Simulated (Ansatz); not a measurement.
## Sr: from a trial structure to a relaxed crystal

Method: DFT PBEsol, scalar-relativistic, plane waves, PAW (Ansatz 0.2.0). Cutoff 420 eV, Γ-centred k mesh, Gaussian smearing, no spin polarisation in the final step.

Sr was placed on the simple hexagonal structure type (P6/mmm, No. 191), at a guessed volume.

```yaml
crystal:
  lattice:
    - [4.15558, 0.00000, 0.00000]
    - [-2.07779, 3.59884, 0.00000]
    - [0.00000, 0.00000, 3.88287]
  atoms:
    - { symbol: Sr, position: [0.00000, 0.00000, 0.00000] }
```

Cell and atoms relax at zero pressure; the relaxation can't lower the symmetry of the start.

Energies count from the standard state of Sr at the same level.

(1) Describe the relaxed structure.

(2) What are its volume, energy, density and gap?

Answers

(1) It keeps P6/mmm (No. 191). The result has the simple hexagonal structure. Conventional cell: a = 4.005 Å, c = 3.724 Å. Sr is coordinated by 2 Sr at 3.72 Å and 6 Sr at 4.00 Å.

Space group P6/mmm (No. 191). a = 4.005 Å, b = 4.005 Å, c = 3.724 Å, α = 90.00°, β = 90.00°, γ = 120.00°
| atom | site | symmetry | x | y | z |
| --- | --- | --- | --- | --- | --- |
| Sr | 1a | 6/mmm | 0.0000 | 0.0000 | 0.0000 |

(2) The volume per atom is 51.72 Å³ and the density is 2.81 g/cm³. The energy over the standard structure is 0.22 eV/atom. The gap on the 18×18×16 mesh is 0 eV (a metal).

The final run used a 18×18×16 mesh on its 1-atom cell and 0.10 eV smearing. For metals, differences of a few meV/atom aren't resolved. Symmetry constrained the relaxation, so the result can be a saddle point.